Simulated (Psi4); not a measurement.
**SCS-OMP2/cc-pVDZ run of H3S+ (sulfonium)**

What is the energy change on altering one bond length of H3S+ (sulfonium) at SCS-OMP2/cc-pVDZ? 

The results are computed with Psi4 1.11.

4 further runs of the same task are left out: 2 that didn't finish, 2 set aside as unsound or not needed.

**1. The molecule**

H3S+ has 4 atoms, charge +1, and is taken as a singlet. As SMILES, `[SH3+]`. The coordinates come from a GFN2-xTB relaxation.

Bond lengths: S1–H2 1.356 Å, S1–H3 1.355 Å, S1–H4 1.355 Å. Angles: H2–S1–H3 93.7°, H2–S1–H4 93.7°, H3–S1–H4 93.7°.

**2. The energy at SCS-OMP2/cc-pVDZ**

h3s.xyz

```xyz
4
H3S
S      0.301620    -0.100910    -0.445950
H      0.848020     0.280920     0.734350
H     -0.494150    -1.037930     0.125030
H     -0.655500     0.857920    -0.413440
```

h3s.py

```python
import psi4

psi4.set_memory('1600 MB')
psi4.set_num_threads(1)
psi4.core.set_output_file('h3s.out', False)

with open('h3s.xyz') as f:
    atoms = ''.join(f.readlines()[2:])
molecule = psi4.geometry('1 1\n' + atoms + '')

psi4.set_options({
    'basis': 'cc-pVDZ',
    'scf_type': 'pk',
    'mp2_type': 'conv',
})

e = psi4.energy("scs-omp2")
print(f'total energy {e:.8f} hartree = {e * 27.211386:.5f} eV')
```

Run with:

```bash
$ python h3s.py
```

h3s.out:

```text
[...]
  Running in c1 symmetry.
[...]
  Nuclear repulsion =   19.543150805021565
[...]
  Multiplicity = 1
[...]
  Nalpha       = 9
  Nbeta        = 9
[...]
    Number of basis functions: 33
[...]
   @RHF iter   1:  -398.93093190307110    2.76413e-01   6.15510e-03 ADIIS/DIIS
[...]
   @RHF iter   9:  -398.97278586894458   -4.20641e-12   7.43449e-09 DIIS
[...]
    Orbital Energies [Eh]
    ---------------------
    Doubly Occupied:
       1A    -92.328988     2A     -9.330151     3A     -7.010912
       4A     -7.010910     5A     -7.009408     6A     -1.340740
       7A     -0.899198     8A     -0.899155     9A     -0.789494
[...]
  @RHF Final Energy:  -398.97278586894458
   => Energetics <=
    Nuclear Repulsion Energy =             19.5431508050215648
    One-Electron Energy =                -583.7939607398128601
    Two-Electron Energy =                 165.2780240658466937
    Total Energy =                       -398.9727858689445839
[...]
 Multipole Moments:
 ------------------------------------------------------------------------------------
     Multipole            Electronic (a.u.)      Nuclear  (a.u.)        Total (a.u.)
 ------------------------------------------------------------------------------------
 L = 1.  Multiply by 2.5417464519 to convert [e a0] to [Debye]
 Dipole X            :          0.5890535           -1.0324127           -0.4433592
 Dipole Y            :         -0.1970864            0.3454012            0.1483147
 Dipole Z            :         -0.8707751            1.5264175            0.6556423
 Magnitude           :                                                    0.8052524
[...]
	SCS-MP2 Total Energy (a.u.)        :  -399.13174641412127
	SOS-MP2 Total Energy (a.u.)        :  -399.13395496562964
[...]
	MP2 Total Energy (a.u.)            :  -399.12850178211227
[...]
	SCS-OMP2 Total Energy (a.u.)       :  -399.13265313544889
	SOS-OMP2 Total Energy (a.u.)       :  -399.12217964514855
[...]
	OMP2 Total Energy (a.u.)           :  -399.12850164473281
[...]
```

On the terminal:

```text
total energy -399.13265314 hartree = -10860.95269 eV
```

Run time: 2 s. Hardware: 1 thread of Intel Xeon 6975P-C (Granite Rapids), shared host; peak memory 0.27 GiB.

**3. The distorted shape, same level**

calc.dat

```
memory 1600 mb

molecule {
  1 1
  S      0.15699089    -0.47929313    -1.73483661
  H      1.60252555     0.53086186     1.38772038
  H     -1.34679647    -2.25000430    -0.65584079
  H     -1.65170378     1.33263297    -1.67340162
  units bohr
}

set {
  reference rhf
  scf_type pk
  mp2_type conv
}

e_tot, wfn = energy("scs-omp2/cc-pVDZ", return_wfn=True)
```

Run with:

```bash
$ psi4 -n 1 calc.dat calc.out
```

calc.out:

```text
[...]
  Running in c1 symmetry.
[...]
  Nuclear repulsion =   17.664089259865964
[...]
  Multiplicity = 1
[...]
  Nalpha       = 9
  Nbeta        = 9
[...]
    Number of basis functions: 33
[...]
   @RHF iter   1:  -398.86422238146133    6.32743e-02   5.67197e-03 DIIS/ADIIS
[...]
   @RHF iter  11:  -398.90319832543184   -5.68434e-13   1.58688e-09 DIIS
[...]
    Orbital Energies [Eh]
    ---------------------
    Doubly Occupied:
       1A    -92.327703     2A     -9.323682     3A     -7.004353
       4A     -7.003807     5A     -7.002656     6A     -1.295356
       7A     -0.884302     8A     -0.811354     9A     -0.741793
[...]
  @RHF Final Energy:  -398.90319832543184
   => Energetics <=
    Nuclear Repulsion Energy =             17.6640892598659640
    One-Electron Energy =                -580.3445611463249634
    Two-Electron Energy =                 163.7772735610271582
    Total Energy =                       -398.9031983254318448
[...]
 Multipole Moments:
 ------------------------------------------------------------------------------------
     Multipole            Electronic (a.u.)      Nuclear  (a.u.)        Total (a.u.)
 ------------------------------------------------------------------------------------
 L = 1.  Multiply by 2.5417464519 to convert [e a0] to [Debye]
 Dipole X            :          0.5738123           -0.8454011           -0.2715888
 Dipole Y            :         -0.2049149            0.4760870            0.2711720
 Dipole Z            :         -0.8938320            1.9303890            1.0365570
 Magnitude           :                                                    1.1053258
[...]
	SCS-MP2 Total Energy (a.u.)        :  -399.06975530739038
	SOS-MP2 Total Energy (a.u.)        :  -399.07232439369028
[...]
	MP2 Total Energy (a.u.)            :  -399.06641178962411
[...]
	SCS-OMP2 Total Energy (a.u.)       :  -399.07157885051532
	SOS-OMP2 Total Energy (a.u.)       :  -399.06086482983125
[...]
	OMP2 Total Energy (a.u.)           :  -399.06641163820564
[...]
```

Wall time 2.2 s (1 thread of Intel Xeon 6975P-C (Granite Rapids), shared host); peak memory 0.27 GiB.

**4. Outcome**

Level: SCS-OMP2/cc-pVDZ.

```
                                                         quantity          value
                                        first shape: total energy  -399.13265 Eh
                 first shape: HOMO energy (Hartree–Fock orbitals)      -21.48 eV
                 first shape: LUMO energy (Hartree–Fock orbitals)       -2.85 eV
               first shape: HOMO–LUMO gap (Hartree–Fock orbitals)       18.64 eV
                                  first shape: correlation energy     -159.9 mEh
                                    distorted shape: total energy  -399.07158 Eh
             distorted shape: HOMO energy (Hartree–Fock orbitals)      -20.19 eV
             distorted shape: LUMO energy (Hartree–Fock orbitals)       -6.20 eV
           distorted shape: HOMO–LUMO gap (Hartree–Fock orbitals)       13.98 eV
                              distorted shape: correlation energy     -168.4 mEh
energy change with the S1–H2 bond stretched from 1.356 to 1.898 Å       1.662 eV
```

With the S1–H2 bond stretched from 1.356 to 1.898 Å the energy rises by 1.66 eV (38 kcal/mol). The first shape isn't relaxed at this level, so the change isn't measured from a minimum.
